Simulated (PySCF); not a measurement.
Molecule: SMILES C[C@@H]1S[C@@H]1F, C₃H₅FS.

Numbering as in the mapped SMILES `[CH3:1][C@@H:2]1[S:3][C@@H:4]1[F:5]`. Each H is labelled by its parent atom.

Geometry PBE0-D3(BJ)/def2-SVP throughout; GIAO in PySCF 2.14, gas phase, one conformer, non-relativistic; equivalent atoms averaged; basis pcSseg-2.

For orientation, LC-wPBE gives these shifts δ (against TMS, CS2, CFCl3 at the same level): C4 91.3, C2 36.3, C1 17.2, S3 -124.2, F5 -193.4, H(C4) 5.76, H(C2) 2.59, H(C1) 1.48 ppm.

A run gave: C4 98.8, C2 42.5, C1 17.2, S3 -91.4, F5 -229.9, H(C4) 6.26, H(C2) 3.00, H(C1) 1.47 ppm (shifts δ (against TMS, CS2, CFCl3 at the same level)).

Which functional was used in that run?
A. BHandHLYP
B. PBE
C. BLYP
D. LDA

Results:

D. F5 tells them apart best: LDA gives -229.9, PBE gives -221.9, BHandHLYP gives -195.2, BLYP gives -220.3 ppm.
